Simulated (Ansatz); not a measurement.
Low-lying states of C2H4

Program: Ansatz, Gaussian basis, development build. State-averaged CASSCF with equal weights; occupations are averaged over the states; levels count from the state that is lowest in CASSCF. CASSCF levels without dynamic correlation can be off by over 1 eV. Solutions may break the symmetry of the shape. Lower solutions, or ones in other orbitals, may exist.

Geometry:

```xyz
6

C     0.0000    0.0000    0.6695
C     0.0000    0.0000   -0.6695
H    -0.5971    0.7116    1.2321
H     0.5971   -0.7116    1.2321
H     0.5971    0.7116   -1.2321
H    -0.5971   -0.7116   -1.2321
```

Basis cc-pVDZ, nonrelativistic, 2 orbitals frozen in the corrections; active space CAS(2,2). Averaged: 1 singlet, 1 triplet.

**Question.** Give the levels in order, with their spins.

**Answer.** 

```csv
state,CASSCF (eV)
singlet,0.000
triplet,0.157
```

Occupations: 1.20, 0.80.

Same geometry.

Basis cc-pVDZ, nonrelativistic, 2 orbitals frozen in the corrections; active space CAS(4,4). Averaged: 3 singlets.

**Question.** Give the levels in order.

**Answer.** 

```tsv
state	CASSCF (eV)
singlet	0.000
singlet	3.645
singlet	3.943
```

Occupations: 1.97, 1.01, 1.00, 0.02.

Same geometry.

Basis cc-pVDZ, nonrelativistic, 2 orbitals frozen in the corrections; active space CAS(4,4). Averaged: 1 singlet, 1 triplet.

**Question.** Give the levels in order, with their spins.

**Answer.** 

| state | CASSCF (eV) |
| --- | --- |
| singlet | 0.000 |
| triplet | 0.211 |

Occupations: 1.98, 1.21, 0.79, 0.02.
